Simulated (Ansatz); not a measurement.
# ClH2MgO+ (SMILES [OH2+][Mg][Cl]): single points off equilibrium

The atoms stand at a frame of a short trajectory. How far do the functionals agree with CCSD(T) there?

Method: single points in def2-TZVPP; program: Ansatz 0.2.0, Gaussian basis.

Cores are frozen in the correlated methods. The outer core shell of Li, Na, Mg and K is correlated.

## (1) The system as given

SMILES `[OH2+][Mg][Cl]`, 5 atoms, charge 1, spin multiplicity 1.

Atoms are counted from 1 here; the program's logs count them from 0.

Bond lengths: O1–Mg2 1.982 Å, O1–H4 0.970 Å, O1–H5 0.968 Å, Mg2–Cl3 2.067 Å. Angles: Mg2–O1–H4 129.8°, Mg2–O1–H5 120.6°, H4–O1–H5 109.6°, O1–Mg2–Cl3 179.4°.

Coordinates:

```xyz
5

O    -0.6728    0.5887   -0.4302
Mg    0.6706   -0.5819    0.4365
Cl    2.0712   -1.7920    1.3574
H    -1.3739    1.1290   -0.0339
H    -0.6872    0.6937   -1.3925
```

## (2) PBE-D4/def2-TZVPP

The input, run/in.yaml:

```yaml
crystal:
  periodic: [false, false, false]
  atoms:
    - {symbol: O, position_ang: [-0.672827, 0.588734, -0.430218]}
    - {symbol: Mg, position_ang: [0.670612, -0.581918, 0.436487]}
    - {symbol: Cl, position_ang: [2.071175, -1.791983, 1.357356]}
    - {symbol: H, position_ang: [-1.373879, 1.129021, -0.033939]}
    - {symbol: H, position_ang: [-0.687158, 0.693730, -1.392494]}
basis:
  gaussian: {orbitals: def2-TZVPP}
total_charge: 1
hamiltonian: {xc: pbe, dispersion: d4}
output: {forces: true}
```

Run with:

```sh
> ansatz run in.yaml --threads 2 --pin off --events-out ev --progress --plain --max-ram 3481MiB
```

## (3) r2SCAN-D4/def2-TZVPP

Changes to run/in.yaml since step 2:

```diff
@@ -11,3 +11,3 @@
 total_charge: 1
-hamiltonian: {xc: pbe, dispersion: d4}
+hamiltonian: {xc: r2scan, dispersion: d4}
 output: {forces: true}
```

## (4) PBE0-D4/def2-TZVPP

Changes to run/in.yaml since step 3:

```diff
@@ -11,3 +11,3 @@
 total_charge: 1
-hamiltonian: {xc: r2scan, dispersion: d4}
-output: {forces: true}
+hamiltonian: {xc: pbe0, dispersion: d4}
+output: {forces: true, orbitals: {seedname: orbitals}}
```

## (5) wB97M-V/def2-TZVPP

Changes to run/in.yaml since step 4:

```diff
@@ -11,3 +11,3 @@
 total_charge: 1
-hamiltonian: {xc: pbe0, dispersion: d4}
-output: {forces: true, orbitals: {seedname: orbitals}}
+hamiltonian: {xc: {name: wB97M-V}}
+output: {forces: true}
```

## (6) CCSD(T)/def2-TZVPP

Changes to run/in.yaml since step 5:

```diff
@@ -11,3 +11,3 @@
 total_charge: 1
-hamiltonian: {xc: {name: wB97M-V}}
+correlation: {method: ccsd_t}
 output: {forces: true}
```

(Steps that only read results are left out.)

Q: Predict the outcome of this session. Wanted: energy less free atoms, CCSD(T)/def2-TZVPP; RMS force component; RMS force error; HOMO and LUMO, PBE0-D4; T1 diagnostic.

The runs gave:

```
                                  quantity                                                             value
energy less free atoms, CCSD(T)/def2-TZVPP                                                     -723.4 kJ/mol
                       RMS force component                              0.387 to 0.456 eV/Å over the methods
                           RMS force error  PBE-D4 0.202, r2SCAN-D4 0.046, PBE0-D4 0.055, wB97M-V 0.051 eV/Å
                    HOMO and LUMO, PBE0-D4                                               -13.09 and -7.15 eV
                             T1 diagnostic                                                             0.007
```

In words: Against CCSD(T) the functionals' energies less atoms differ by -51.9 to -14.0 kJ/mol, PBE-D4 by -39.8 kJ/mol. The reference is not at the basis limit: in triple zeta CCSD(T) underbinds, which counts against methods that bind more; the gaps are no ranking. On forces the order runs from r2SCAN-D4 to PBE-D4. Frozen-core CCSD(T) forces in triple zeta carry basis errors of their own, and this is one geometry, so small gaps rank nothing.
